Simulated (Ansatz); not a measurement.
Input:

```yaml
crystal:
  periodic: [false, false, false]
  atoms:
    - { symbol: Al, position_ang: [0.014184, 0.232277, 0.173847] }
    - { symbol: "N", position_ang: [-0.082359, -0.220905, 2.03672] }
    - { symbol: H, position_ang: [-0.823293, -0.845651, 2.344135] }
    - { symbol: H, position_ang: [0.774596, -0.505354, 2.504585] }
    - { symbol: H, position_ang: [1.508875, 0.281236, -0.381655] }
    - { symbol: H, position_ang: [-1.26135, -0.264245, -0.647027] }
    - { symbol: P, position_ang: [-0.530266, 2.456094, 1.15576] }
    - { symbol: H, position_ang: [-1.785705, 3.096148, 1.119669] }
    - { symbol: H, position_ang: [0.338549, 3.55135, 1.338406] }
    - { symbol: H, position_ang: [-0.402133, 1.267149, 2.235861] }
basis:
  gaussian: { orbitals: "6-31G*" }
hamiltonian:
  xc: pbe0
  dispersion: d4
phonons: {}
```

Launched with:

```bash
$ ansatz run input.yaml --threads 1 --pin off --max-ram 2048MiB --backend cpu --events-out ev --progress --plain --runs-dir out
```

Hardware: 1 thread of Arm Neoverse V2, on a shared host.

**Question.** Roughly how long does this run take, and how much memory?

**Answer.** 120 s, with a peak of 0.13 GiB, for 0 ionic steps.
